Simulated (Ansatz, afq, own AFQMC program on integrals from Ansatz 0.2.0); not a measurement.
AFQMC on a folder of integrals that Ansatz 0.2.0 wrote.

```yaml
crystal:
  periodic: [false, false, false]
  atoms:
    - {symbol: Cr, position_ang: [-0.477166, 0.003611, 0.002848]}
    - {symbol: C, position_ang: [1.574134, -0.011912, -0.009394]}
    - {symbol: H, position_ang: [1.944853, -1.042537, -0.006595]}
    - {symbol: H, position_ang: [1.961819, 0.503444, 0.875895]}
    - {symbol: H, position_ang: [1.951129, 0.494764, -0.904258]}
basis:
  gaussian: {orbitals: def2-SVP}
magnetization: {spin_polarized: true, initial_magnetization: 5}
correlation: {method: ccsd_t, electrons: outside_noble_gas, hamiltonian_folder: ham}
```

```sh
$ ansatz run in.yaml --threads 1 --pin off --events-out ev --progress --plain --max-ram 15360MiB --backend cuda --devices 0, --max-vram 18GiB
```

Options of the walk:

```
--method free --trial cisd --walkers 4000 --time-step 0.03 --max-blocks 4000 --target-error 0.00042 --factor-cut 1e-05 --seed 2393 --times 0,0.21,0.42,0.81,1.2,1.8,2.4,3 --taylor-order 8
```

Times are imaginary, in 1/Eh. The walk had a cap of 83 s.

```
orbitals 50  electrons 9 4  factors 437 of 661
reference energy -1082.74253545 Eh
CCSD correlation -0.25142393 Eh in 16 cycles, weight of the determinant in the CISD state 0.8425
repeat  energy at the last time / Eh  error
    10  -1083.002209  0.000217
    20  -1083.002566  0.000185
    30  -1083.002667  0.000155
time / (1/Eh)  energy / Eh  error  mean overlap
  0.00  -1082.993928  0.000063  1.1868
  0.21  -1082.998055  0.000056  1.1882
  0.42  -1082.999973  0.000060  1.1886
  0.81  -1083.001580  0.000068  1.1883
  1.20  -1083.002289  0.000083  1.1882
  1.80  -1083.002516  0.000112  1.1939
  2.40  -1083.002769  0.000117  1.1944
  3.00  -1083.002675  0.000150  1.2043
energy -1083.002675 +/- 0.000150 Eh
```

Q: Estimate how long the walk took on 1 × NVIDIA H100 80GB HBM3 with 2 threads of AMD EPYC 7R13 Processor (Zen 3), with other jobs on the host (the card was shared).

A: 64 s of wall time.

The run passed its tests (error under three times the target), which doesn't prove that it has relaxed.

Against this walk (error 4.1 meV) on the same determinant: CCSD(T) 25.7 meV higher, CCSDT(Q) 19.6 meV lower. The error is statistical, and a free projection of finite length keeps a remainder of its start.

Cautions: remainder of the start not in the error; no relativity below Rb; outer-core shells of the metal frozen; strong correlation (T1 0.051, weight of the determinant 0.84, largest double 0.04); unrestricted determinant slightly spin contaminated (⟨S²⟩ 8.81 against 8.75).

CCSDT and higher add their correlation energy to the determinant of the CCSD(T) run, since their own runs factorise the integrals more tightly (a shift of under 2 meV). A walk keeps the symmetry of its determinant, which the program's search chose and which needn't be the lowest solution, so a lower state of the same spin and another symmetry isn't excluded.
